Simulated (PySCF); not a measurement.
Reaction (SMILES): OCl (OH-Cl) + H+ → [OH2+]Cl
B3LYP-D3(BJ)/def2-TZVP geometries, fixed; electronic energies without zero-point terms; positive where energy is released.
Largest species:
```xyz
4

O     -0.0211     1.0722    -0.0746
H     -0.9457     1.3908     0.0477
Cl     0.0314    -0.6722    -0.0032
H      0.5812     1.4595     0.6026
```
Charge +1, spin multiplicity 1.

Basis-set convergence of the proton affinity at PBE with PySCF. All functions are spherical. Density fitting with generated auxiliary sets. The proton sits at the site shown, which need not be the one that binds it best. No added dispersion term, no relativity. Functions are those of the species that has most. Reference: the value in def2-QZVPPD, 157.71 kcal/mol, itself unsure by roughly 0.37 kcal/mol (its mean distance from pcseg-3, def2-QZVPP, cc-pV(Q+d)Z). Deviations are taken from unrounded values.

```tsv
basis	functions	proton affinity (kcal/mol)
def2-SVP	42	162.74
def2-SVPD	66	156.48
pcseg-1	42	155.29
aug-pcseg-1	68	155.21
cc-pV(D+d)Z	47	160.56
aug-cc-pV(D+d)Z	73	156.16
6-311G**	56	160.59
6-311+G**	64	157.87
def2-TZVP	80	157.80
def2-TZVPD	104	156.91
pcseg-2	92	157.78
aug-pcseg-2	142	157.71
cc-pV(T+d)Z	97	159.22
aug-cc-pV(T+d)Z	147	157.46
def2-TZVPP	101	158.61
def2-TZVPPD	125	157.61
def2-QZVPP	187	158.02
def2-QZVPPD	211	157.71
```

What the diffuse functions change, pair by pair:
- def2-SVP to def2-SVPD: 24 more functions, deviation 5.03 to -1.24 kcal/mol
- pcseg-1 to aug-pcseg-1: 26 more functions, deviation -2.42 to -2.51 kcal/mol
- cc-pV(D+d)Z to aug-cc-pV(D+d)Z: 26 more functions, deviation 2.85 to -1.55 kcal/mol
- 6-311G** to 6-311+G**: 8 more functions, deviation 2.88 to 0.16 kcal/mol
- def2-TZVP to def2-TZVPD: 24 more functions, deviation 0.09 to -0.80 kcal/mol
- pcseg-2 to aug-pcseg-2: 50 more functions, deviation 0.07 to -0.01 kcal/mol
- cc-pV(T+d)Z to aug-cc-pV(T+d)Z: 50 more functions, deviation 1.51 to -0.25 kcal/mol
- def2-TZVPP to def2-TZVPPD: 24 more functions, deviation 0.89 to -0.10 kcal/mol
- def2-QZVPP to def2-QZVPPD: 24 more functions, deviation 0.31 to 0.00 kcal/mol

Leaving out the reference's own pair, they bring the value nearer the reference by more than 0.37 kcal/mol in 5 of 8 pairs.
